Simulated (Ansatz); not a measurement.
# AlPH6: vertical ionisation energy

An exercise on one series of results from a longer session: the logs are not shown, and one member is left open.

The runs use Ansatz 0.2.0, Gaussian basis; unrestricted cation, the program's frozen cores in correlated methods.

The runs, in order: UKS PBE-D4/def2-TZVPP; UKS r2SCAN-D4/def2-TZVPP; UKS PBE0-D4/def2-TZVPP; UKS B3LYP-D4/def2-TZVPP; UKS wB97X-V/def2-TZVPP; UKS wB97M-V/def2-TZVPP; UKS B2PLYP/def2-TZVPP; UHF-CCSD(T)/def2-TZVPP; UHF-MP2/def2-QZVPP; extrapolation to the limit; then −ε(HOMO) from the neutral's earlier runs with LDA (SPW92), PBE-D4, revPBE-D4, BLYP-D4, r2SCAN-D4, B97M-V, PBE0-D4, B3LYP-D4, r2SCANh-D4, r2SCAN0-D4, HSE06-D4, BHLYP-D4, CAM-B3LYP-D4, LC-ωPBE, ωB97X-V, ωB97M-V.

2 further runs of the same task are left out: 2 that didn't finish.

## The geometry

All runs share one geometry, relaxed beforehand with PBE0-D4 in a triple-zeta def2 set.

8 atoms, charge 0, spin multiplicity 1.

Atoms are counted from 1 here; the program's logs count them from 0.

Bond lengths: Al1–P2 2.514 Å, Al1–H3 1.598 Å, Al1–H4 1.598 Å, Al1–H5 1.598 Å, P2–H6 1.409 Å, P2–H7 1.409 Å, P2–H8 1.409 Å. Angles: P2–Al1–H3 96.8°, P2–Al1–H4 96.8°, P2–Al1–H5 96.8°, H3–Al1–H4 118.6°, H3–Al1–H5 118.6°, H4–Al1–H5 118.6°, Al1–P2–H6 118.9°, Al1–P2–H7 119.0°, Al1–P2–H8 119.0°, H6–P2–H7 98.5°, H6–P2–H8 98.5°, H7–P2–H8 98.5°.

As a file:

```
atom    x (Å)    y (Å)    z (Å)
 Al1  -0.4721   0.1669  -1.3545
  P2   0.3715  -0.1370   0.9946
  H3   0.0300  -1.2407  -1.9201
  H4  -2.0164   0.3347  -0.9800
  H5   0.3798   1.4758  -1.6929
  H6   0.1672   0.8969   1.9305
  H7   1.7503  -0.3402   1.2048
  H8  -0.1181  -1.2134   1.7617
```

The first run:

File in.yaml:

```yaml
crystal:
  periodic: [false, false, false]
  atoms:
    - {symbol: Al, position_ang: [-0.472059, 0.166915, -1.354480]}
    - {symbol: P, position_ang: [0.371450, -0.137046, 0.994620]}
    - {symbol: H, position_ang: [0.029996, -1.240687, -1.920089]}
    - {symbol: H, position_ang: [-2.016434, 0.334663, -0.979965]}
    - {symbol: H, position_ang: [0.379780, 1.475822, -1.692949]}
    - {symbol: H, position_ang: [0.167186, 0.896877, 1.930472]}
    - {symbol: H, position_ang: [1.750255, -0.340237, 1.204815]}
    - {symbol: H, position_ang: [-0.118074, -1.213406, 1.761674]}
basis:
  gaussian: {orbitals: def2-TZVPP}
total_charge: 1
magnetization: {spin_polarized: true, initial_magnetization: 1}
hamiltonian: {xc: pbe, dispersion: d4}
```

The run is started by

```console
$ ansatz run in.yaml --threads 4 --pin off --events-out ev --progress --plain --max-ram 10444MiB
```

Steps of the session up to this table: Cation, UKS PBE-D4/def2-TZVPP; Cation, UKS r2SCAN-D4/def2-TZVPP; Cation, UKS PBE0-D4/def2-TZVPP; Cation, UKS B3LYP-D4/def2-TZVPP; Cation, UKS wB97X-V/def2-TZVPP; Cation, UKS wB97M-V/def2-TZVPP; Cation, UKS B2PLYP (frozen core)/def2-TZVPP; Cation, UHF-CCSD(T)/def2-TZVPP; Cation, UHF-MP2/def2-QZVPP.

One of the session's tables, all rows but one given; the rest of the session is left out.

Orbital estimates, from the neutral's runs:

| functional | −ε(HOMO) (eV) |
| --- | --- |
| LDA (SPW92) | 6.63 |
| PBE-D4 | 6.60 |
| revPBE-D4 | 6.57 |
| BLYP-D4 | 6.51 |
| r2SCAN-D4 | 6.89 |
| B97M-V | 7.01 |
| PBE0-D4 | 7.83 |
| B3LYP-D4 | 7.65 |
| r2SCANh-D4 | 7.34 |
| r2SCAN0-D4 | 8.02 |
| HSE06-D4 | 7.42 |
| BHLYP-D4 | 9.02 |
| CAM-B3LYP-D4 | ? |
| LC-ωPBE | 10.61 |
| ωB97X-V | 10.26 |
| ωB97M-V | 10.07 |

Estimate the missing values for CAM-B3LYP-D4.

The run gave: −ε(HOMO) (eV): 9.23. In the column «−ε(HOMO) (eV)» it lies between BHLYP-D4 (9.02) and ωB97M-V (10.07).
